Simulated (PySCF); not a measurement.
Gas-phase reaction: 6 SiHF2 → 4 SiHF + H2 + 2 SiF4

Method: PySCF energies (xtb for GFN2) plus ideal-gas RRHO corrections (1 bar). † marks an energy on the PBE0/def2-TZVP geometry and frequencies; other levels use their own. MP2 freezes the core. 6-31G* has spherical d functions here. Open shells (unrestricted): SiHF2 (multiplicity 2); the rest are closed-shell singlets. GFN2 has no spin-polarisation term. B3LYP is the form with VWN-RPA correlation. SiHF2, SiHF: computed as isolated molecules; such fragments, hydroxides, amides, oligomers or adducts are transient or little studied in the gas. MP2 isn't extrapolated to the basis-set limit; its ΔH°(298 K) is -259.4 kJ in def2-SVP and -251.1 kJ in def2-TZVPP. The harmonic model lacks anharmonicity and excited electronic states, which grow with temperature; levels with a mode under 35 cm⁻¹ are left out.

| level | ΔE electronic, kJ | ΔH°(298 K), kJ | ΔS°(298 K), J/K | ΔG°(2500 K), kJ |
|---|---|---|---|---|
| B3LYP/6-31G* | -278 | -294 | 22 | -363 |
| B3LYP/def2-TZVP† | -242 | -257 | 22 | -324 |
| BLYP/def2-TZVP† | -245 | -260 | 22 | -327 |
| GFN2-xTB | -260 | -277 | 26 | -336 |
| M06-2X/def2-TZVP† | -251 | -267 | 22 | -333 |
| MP2/def2-SVP† | -244 | -259 | 22 | -326 |
| PBE0/def2-QZVP† | -179 | -194 | 22 | -261 |
| PBE0/def2-SVP† | -196 | -212 | 22 | -278 |
| PBE0/def2-TZVP | -182 | -198 | 22 | -264 |
| LDA/def2-TZVP† | -221 | -237 | 22 | -303 |
| ωB97X-V/def2-TZVP† | -251 | -267 | 22 | -334 |
ΔH° is lowest at B3LYP/6-31G* and highest at PBE0/def2-QZVP†. No reference value is set beside these.
